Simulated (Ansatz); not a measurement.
Task: a composite energy at a relaxed geometry of CS2, SMILES S=C=S, with the Python package of Ansatz (0.2.0). Give the script and its output. Settings (for the species named): B3LYP, def2-SVP basis, multiplicity 1.

```yaml
atoms:
  - { symbol: S, position_ang: [1.3585, -0.1562, 0.7299] }
  - { symbol: C, position_ang: [0.0000, 0.0000, 0.0000] }
  - { symbol: S, position_ang: [-1.3585, 0.1562, -0.7299] }
```

Script `composite.py`:
```python
"""A composite energy for CS2: DFT geometry, MP2 basis limit, coupled-cluster correction."""

import itertools

import ansatz as az
from ase.data import atomic_numbers, covalent_radii
import numpy as np


def main() -> None:
    molecule = (
        az.Crystal.molecule()
        .atom("S", [1.35851, -0.15617, 0.72994])
        .atom("C", [0.0, 0.0, 0.0])
        .atom("S", [-1.35851, 0.15616, -0.72994])
    )

    calc = molecule.calculation().basis(gaussian="def2-SVP").functional("b3lyp")
    symbols = [site.symbol for site in molecule.cartesian_sites]
    start = np.array([site.position_ang for site in molecule.cartesian_sites], dtype=float)
    report = calc.relax(force_tolerance=0.01).run(threads=1, backend="cpu").report
    end = np.array(report["positions_ang"])
    # pairs closer than 1.2 times the sum of covalent radii, before or after
    radius = [covalent_radii[atomic_numbers[s]] for s in symbols]
    span = lambda where, i, j: np.linalg.norm(where[i] - where[j])
    bonded = [(i, j) for i, j in itertools.combinations(range(len(symbols)), 2) if min(span(start, i, j), span(end, i, j)) < 1.2 * (radius[i] + radius[j])]
    print("pair        before    after (A)")
    for i, j in bonded:
        print(f"{symbols[i]}{i}-{symbols[j]}{j}".ljust(10), f"{span(start, i, j):8.4f} {span(end, i, j):8.4f}")

    minimum = az.Crystal.molecule()
    for symbol, place in zip(symbols, end):
        minimum = minimum.atom(symbol, place.tolist())
    at_minimum = minimum.calculation()
    # MP2 extrapolated to the basis limit, plus the small-basis difference CCSD(T) - MP2
    level = lambda method, basis: at_minimum.basis(gaussian=basis).correlation(method).run(threads=1, backend="cpu").report
    small, large, cluster = level("mp2", "cc-pVDZ"), level("mp2", "cc-pVTZ"), level("ccsd_t", "cc-pVDZ")
    corr = lambda each: (each["free_energy_ev"] - each["reference_energy_ev"]) / 27.211386246
    mp2_limit = (27 * corr(large) - 8 * corr(small)) / 19
    pieces = {"HF / cc-pVTZ": large["reference_energy_ev"] / 27.211386246, "MP2 correlation, DZ-TZ limit": mp2_limit, "CCSD(T) - MP2 / cc-pVDZ": corr(cluster) - corr(small)}
    for name, value in pieces.items():
        print(f"{name:32s} {value:14.6f} Ha")
    print(f"{'sum':32s} {sum(pieces.values()):14.6f} Ha")
    print("T1 diagnostic", round(cluster["correlation"]["coupled_cluster"]["t1_diagnostic"], 4))


if __name__ == "__main__":
    main()
```

Running `python composite.py` prints:
```text
pair        before    after (A)
S0-C1        1.5501   1.5617
C1-S2        1.5501   1.5617
HF / cc-pVTZ                        -832.966268 Ha
MP2 correlation, DZ-TZ limit          -0.537507 Ha
CCSD(T) - MP2 / cc-pVDZ               -0.033984 Ha
sum                                 -833.537759 Ha
T1 diagnostic 0.0209
```

Notes:
- Total energies depend on the basis set; only differences at equal settings carry meaning.
- The sum leaves out core correlation, relativity, the Hartree-Fock basis error and zero-point energy; a DZ-TZ extrapolation is rough.
- b3lyp holds the VWN-RPA fit, as in Gaussian; the form of ORCA and Turbomole is b3lyp5.
- Inner cores stay frozen, so this is valence correlation.
- For Al to Cl the sets with a tight d function, cc-pV(X+d)Z, are usual.
- An extrapolation from small basis sets is rough.
- The whole script took 7.2 s on 1 thread of Arm Neoverse V1 (shared host), peak memory 0.21 GiB.

(A comment or docstring line of the script was reworded after the run, the code is as it ran; lines on the test bed's own set-up are left out of the output.)
